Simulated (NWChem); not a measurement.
Species: methanethiol (CH4S); SMILES CS

Computed with NWChem. The geometry was optimised at PBE0/def2-SVP. Level: PBE0/def2-SVP with SMD (1 M gas to 1 M solution), gas-phase geometry.

What does the run give for solvent water? Quantities: solvation free energy (kcal/mol); cavity-dispersion-structure term (kcal/mol); dipole in solution (D).


```yaml
solvation free energy (kcal/mol): -0.7
cavity-dispersion-structure term (kcal/mol): 2.0
dipole in solution (D): 1.98
```
